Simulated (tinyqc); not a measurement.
Inside a calculation. Method: MP2 on RHF in the sto-3g basis, for CH3-, spin multiplicity 1. The basis has no diffuse functions, so it cannot describe the extra electron: this is an exercise in the method, not the real anion. One step of it, computed by the program tinyqc.

Problem. Iteration 8 (converged): orbitals. Diagonalise F' = X^T F X, C = X C', fill 5 alpha and 5 beta electrons from the bottom; D = 2 C_occ C_occ^T. Each column has its largest component positive (the first on a tie).

converged F (hartree):
```
             1C 1s      1C 2s     1C 2px     1C 2py    1C 2pz      2H 1s      3H 1s      4H 1s
1C 1s   -10.388986  -2.823562  -0.000002   0.000000  0.002618  -0.581279  -0.580380  -0.580380
1C 2s    -2.823562  -0.955042  -0.000171   0.000000  0.003955  -0.444150  -0.443714  -0.443714
1C 2px   -0.000002  -0.000171   0.315897   0.000000  0.000008  -0.226386   0.113173   0.113173
1C 2py    0.000000   0.000000   0.000000   0.316234  0.000000   0.000000  -0.195981   0.195981
1C 2pz    0.002618   0.003955   0.000008   0.000000  0.222047   0.008833   0.008825   0.008825
2H 1s    -0.581279  -0.444150  -0.226386   0.000000  0.008833  -0.046789  -0.117776  -0.117776
3H 1s    -0.580380  -0.443714   0.113173  -0.195981  0.008825  -0.117776  -0.046351  -0.117672
4H 1s    -0.580380  -0.443714   0.113173   0.195981  0.008825  -0.117776  -0.117672  -0.046351
```

X:
```
            1C 1s      1C 2s     1C 2px     1C 2py     1C 2pz      2H 1s      3H 1s      4H 1s
1C 1s    1.028011  -0.160561  -0.000010   0.000000   0.000789   0.024266   0.024253   0.024253
1C 2s   -0.160561   1.330054   0.000176   0.000000  -0.007734  -0.287534  -0.287131  -0.287131
1C 2px  -0.000010   0.000176   1.152764   0.000000  -0.000005  -0.299210   0.149490   0.149490
1C 2py   0.000000   0.000000   0.000000   1.152518   0.000000   0.000000  -0.258802   0.258802
1C 2pz   0.000789  -0.007734  -0.000005   0.000000   1.000196   0.007301   0.007288   0.007288
2H 1s    0.024266  -0.287534  -0.299210   0.000000   0.007301   1.203945  -0.024755  -0.024755
3H 1s    0.024253  -0.287131   0.149490  -0.258802   0.007288  -0.024755   1.203530  -0.024716
4H 1s    0.024253  -0.287131   0.149490   0.258802   0.007288  -0.024755  -0.024716   1.203530
```

Give: F' = X^T F X; orbital energies; coefficients C; D after iteration 8.

Solution.

F' = X^T F X (hartree):
```
          1        2        3        4        5        6        7        8
1  -10.1487  -1.5920   0.0000   0.0000   0.0046  -0.0648  -0.0645  -0.0645
2   -1.5920   0.0357   0.0001   0.0000  -0.0115  -0.3944  -0.3940  -0.3940
3    0.0000   0.0001   0.6635   0.0000   0.0000  -0.4861   0.2430   0.2430
4    0.0000   0.0000   0.0000   0.6634   0.0000   0.0000  -0.4207   0.4207
5    0.0046  -0.0115   0.0000   0.0000   0.2225   0.0131   0.0131   0.0131
6   -0.0648  -0.3944  -0.4861   0.0000   0.0131   0.3575  -0.0419  -0.0419
7   -0.0645  -0.3940   0.2430  -0.4207   0.0131  -0.0419   0.3573  -0.0419
8   -0.0645  -0.3940   0.2430   0.4207   0.0131  -0.0419  -0.0419   0.3573
```

orbital energies (hartree): MO1 -10.3960, MO2 -0.3795, MO3 -0.0783, MO4 -0.0781, MO5 0.2218, MO6 0.9369, MO7 1.1407, MO8 1.1412

coefficients C:
```
            MO1      MO2      MO3      MO4      MO5      MO6      MO7      MO8
1C 1s    0.9923  -0.2071   0.0000   0.0000  -0.0097  -0.2384   0.0000  -0.0003
1C 2s    0.0337   0.5937  -0.0003   0.0000   0.0444   1.2988   0.0000   0.0020
1C 2px   0.0000   0.0002   0.4357   0.0000   0.0000  -0.0012   0.0000   1.1284
1C 2py   0.0000   0.0000   0.0000   0.4357   0.0000   0.0000   1.1280   0.0000
1C 2pz  -0.0005  -0.0090   0.0000   0.0000   0.9991  -0.0488   0.0000  -0.0001
2H 1s   -0.0063   0.2685   0.5950   0.0000  -0.0125  -0.6739   0.0000  -0.8621
3H 1s   -0.0063   0.2682  -0.2978   0.5155  -0.0125  -0.6749  -0.7453   0.4296
4H 1s   -0.0063   0.2682  -0.2978  -0.5155  -0.0125  -0.6749   0.7453   0.4296
```

D after iteration 8:
```
          1C 1s    1C 2s   1C 2px   1C 2py   1C 2pz    2H 1s    3H 1s    4H 1s
1C 1s    2.0551  -0.1799   0.0000   0.0000  -0.0165  -0.1235  -0.1234  -0.1234
1C 2s   -0.1799   0.7112   0.0000   0.0000   0.0778   0.3170   0.3170   0.3170
1C 2px   0.0000   0.0000   0.3798   0.0000   0.0000   0.5186  -0.2594  -0.2594
1C 2py   0.0000   0.0000   0.0000   0.3797   0.0000   0.0000   0.4492  -0.4492
1C 2pz  -0.0165   0.0778   0.0000   0.0000   1.9965  -0.0299  -0.0299  -0.0299
2H 1s   -0.1235   0.3170   0.5186   0.0000  -0.0299   0.8526  -0.2099  -0.2099
3H 1s   -0.1234   0.3170  -0.2594   0.4492  -0.0299  -0.2099   0.8530  -0.2099
4H 1s   -0.1234   0.3170  -0.2594  -0.4492  -0.0299  -0.2099  -0.2099   0.8530
```
